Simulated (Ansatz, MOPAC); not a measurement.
Gas-phase reaction in SMILES: CCN [ethanamine] + 2 [H][H] (H2) → 2 C (CH4) + N (NH3)

Wanted: energy of full hydrogenation (enthalpy at 298 K), in kcal/mol. Terms: dispersion terms only where a functional's name holds one; spin-orbit terms left out; non-relativistic; frozen cores in correlated levels; PM7 with its own dispersion and hydrogen-bond terms; six Cartesian d functions in 6-31G* and its kin unless marked 5d. CBS marks a two-point X^-3 extrapolation of the correlation energy; Hartree-Fock from the larger set. [CCSD(T)-MP2]/basis is that difference in the basis named. Ab initio and DFT rows: single points at B3LYP-D3(BJ) geometries (Ansatz, a first-principles code), with unscaled harmonic terms from B3LYP/6-31G* at its own minima. Semi-empirical rows: MOPAC heats of formation at their own minima for 298 K.

Measured values: Active Thermochemical Tables 1.112 (ions: stationary electron), as tabulated in the package chemicals; G2/97 table in ASE (Curtiss et al.); they hold spin-orbit and core effects, anharmonicity and other conformers. 

Value to compare with, the measured value: -35.2 kcal/mol.

| level | program | energy of full hydrogenation (enthalpy at 298 K) (kcal/mol) | error |
|---|---|---|---|
| AM1 | MOPAC | 0.7 | 35.9 |
| PM7 | MOPAC | 42.3 | 77.5 |
| HF/3-21G | Ansatz | -40.8 | -5.6 |
| HF/6-31G* | Ansatz | -39.4 | -4.2 |
| PBE/6-31G* | Ansatz | -29.4 | 5.8 |
| MP2/STO-3G | Ansatz | -21.2 | 14.0 |
| wB97X-V/def2-TZVPD | Ansatz | -33.1 | 2.1 |
| RI-MP2/CBS(aug-cc-pVTZ,aug-cc-pVQZ)+[CCSD(T)-MP2]/aug-cc-pVTZ | Ansatz | -34.1 | 1.1 |

Among the 6 habitual levels, PM7 lies farthest from the measured value (77.5 kcal/mol) and HF/6-31G* nearest (-4.2); 4 of 6 lie above it, and their mean absolute error is 23.8 kcal/mol, the median 9.9. One case shows no general order.

The levels are drawn from those run, B3LYP/6-31G* more often than the rest, none by its result; runs whose electronic state is in doubt are left out.
